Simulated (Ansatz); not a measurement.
# CH5AlO (SMILES [CH3][AlH][OH]): MP2/aug-cc-pVDZ

What is the energy change on altering one bond length of CH5AlO at MP2/aug-cc-pVDZ? 

Program for the calculation: Ansatz 0.2.0.

42 further runs of the same task are left out: 42 set aside as unsound or not needed.

### 1 Starting point

CH5AlO has 8 atoms, charge 0, and is taken as a singlet. As SMILES, `[CH3][AlH][OH]`. Geometry: relaxed at PBE0-D4/def2-TZVP. This is one conformer, not always the lowest.

Bond lengths: C1–Al2 1.941 Å, Al2–O3 1.701 Å, C1–H4 1.095 Å, C1–H5 1.092 Å, C1–H6 1.095 Å, Al2–H7 1.589 Å, O3–H8 0.956 Å. Angles: C1–Al2–O3 117.6°, C1–Al2–H7 124.2°, O3–Al2–H7 118.3°, Al2–C1–H4 111.0°, Al2–C1–H5 111.9°, Al2–C1–H6 111.2°, Al2–O3–H8 122.5°, H4–C1–H5 107.9°, H4–C1–H6 106.4°, H5–C1–H6 108.2°.

### 2 A single-point energy at MP2/aug-cc-pVDZ

in.yaml

```yaml
crystal:
  periodic: [false, false, false]
  atoms:
    - {symbol: C, position_ang: [-0.777900, 0.982200, -0.070900]}
    - {symbol: Al, position_ang: [0.579700, -0.394200, -0.239900]}
    - {symbol: O, position_ang: [0.544600, -1.676400, 0.876800]}
    - {symbol: H, position_ang: [-0.325100, 1.954500, 0.149300]}
    - {symbol: H, position_ang: [-1.491400, 0.755400, 0.724300]}
    - {symbol: H, position_ang: [-1.335700, 1.105000, -1.004800]}
    - {symbol: H, position_ang: [1.716800, -0.394500, -1.350200]}
    - {symbol: H, position_ang: [1.181200, -2.389100, 0.859500]}
basis:
  gaussian:
    orbitals: aug-cc-pVDZ
correlation:
  method: mp2
  frozen_orbitals: {Al: 5, C: 1, H: 0, O: 1}
accuracy: high
```

Command:

```bash
$ ansatz run in.yaml --threads 1 --pin off --max-ram 3480MiB --events-out events.jsonl --progress --plain --runs-dir runs
```

The log of the run:

```text
Warning: RAYON_NUM_THREADS=1 ignored (pool sized by the plan → 1); use --threads N
Functional definition: HF
  name "HF"
  exchange = exact_x
  correlation = 0
2328 factors; integrals over basis functions are off by at most 3.4e-9 eV
mean field evaluation 1: about -9726.8189 eV, gradient 4.7e1 eV
mean field evaluation 2: about -9726.8223 eV, gradient 4.7e1 eV
mean field evaluation 4: about -9731.5513 eV, gradient 3.6e0 eV
mean field evaluation 8: about -9731.5975 eV, gradient 1.9e-4 eV
mean field -9731.59753950 eV, -357.6296132628 hartree, gradient 1.2e-8 eV, S^2 0.000000; 0 other end points of the search recorded, 0 dependent functions left out
7 core orbitals not correlated: weight in the atoms' cores, before any rotation towards them, 1.000 or more for the frozen orbitals, at most 0.000 for the correlated occupied ones
reference -9731.59753950 eV, -357.6296132628 hartree; 9, 9 occupied and 102, 102 virtual orbitals, 2328 factors
second order -11.69610346 eV of doubles, -0.00000000 eV of singles
Total energy: -9743.29364296 eV, -358.0594371371 hartree
```

Run time: 5.7 s. Hardware: 1 thread of Arm Neoverse V2, shared host; peak memory 0.33 GiB.

### 3 The distorted shape at the same level

job.yaml

```yaml
crystal:
  periodic: [false, false, false]
  atoms:
    - symbol: C
      position_ang: [-0.845830, 0.836333, -0.103935]
    - symbol: Al
      position_ang: [0.511770, -0.540067, -0.272935]
    - symbol: O
      position_ang: [0.476670, -1.822267, 0.843765]
    - symbol: H
      position_ang: [-0.325100, 1.954500, 0.149300]
    - symbol: H
      position_ang: [-1.559330, 0.609533, 0.691265]
    - symbol: H
      position_ang: [-1.403630, 0.959133, -1.037835]
    - symbol: H
      position_ang: [1.648870, -0.540367, -1.383235]
    - symbol: H
      position_ang: [1.113270, -2.534967, 0.826465]
basis:
  gaussian:
    orbitals: aug-cc-pVDZ
correlation:
  method: mp2
  frozen_orbitals: {Al: 5, C: 1, H: 0, O: 1}
accuracy: high
```

Command:

```bash
$ ansatz run job.yaml --threads 1 --pin off --max-ram 3480MiB --events-out events.jsonl --progress --plain --runs-dir runs
```

The log of the run:

```text
Warning: RAYON_NUM_THREADS=1 ignored (pool sized by the plan → 1); use --threads N
[... 4 set-up lines as earlier in the session ...]
2330 factors; integrals over basis functions are off by at most 3.6e-9 eV
mean field evaluation 1: about -9726.5629 eV, gradient 4.7e1 eV
mean field evaluation 2: about -9726.5664 eV, gradient 4.7e1 eV
mean field evaluation 4: about -9731.2046 eV, gradient 3.5e0 eV
mean field evaluation 8: about -9731.2505 eV, gradient 2.1e-4 eV
mean field -9731.25053962 eV, -357.6168612525 hartree, gradient 1.0e-8 eV, S^2 0.000000; 0 other end points of the search recorded, 0 dependent functions left out
7 core orbitals not correlated: weight in the atoms' cores, before any rotation towards them, 1.000 or more for the frozen orbitals, at most 0.000 for the correlated occupied ones
reference -9731.25053962 eV, -357.6168612525 hartree; 9, 9 occupied and 102, 102 virtual orbitals, 2330 factors
second order -11.74504558 eV of doubles, -0.00000000 eV of singles
Total energy: -9742.99558520 eV, -358.0484837165 hartree
```

Run time: 6 s. Hardware: 1 thread of Arm Neoverse V2, shared host; peak memory 0.34 GiB.

### 4 Results

Level: MP2/aug-cc-pVDZ, 7 core orbitals frozen.

```
                                                         quantity          value
                                        first shape: total energy  -358.05944 Eh
         first shape: correlation energy (7 core orbitals frozen)     -429.8 mEh
                                    distorted shape: total energy  -358.04848 Eh
     distorted shape: correlation energy (7 core orbitals frozen)     -431.6 mEh
energy change with the C1–H4 bond stretched from 1.095 to 1.259 Å       0.298 eV
```

In words: With the C1–H4 bond stretched from 1.095 to 1.259 Å the energy rises by 0.30 eV (28.8 kJ/mol). The first shape isn't relaxed at this level, so the change isn't measured from a minimum.
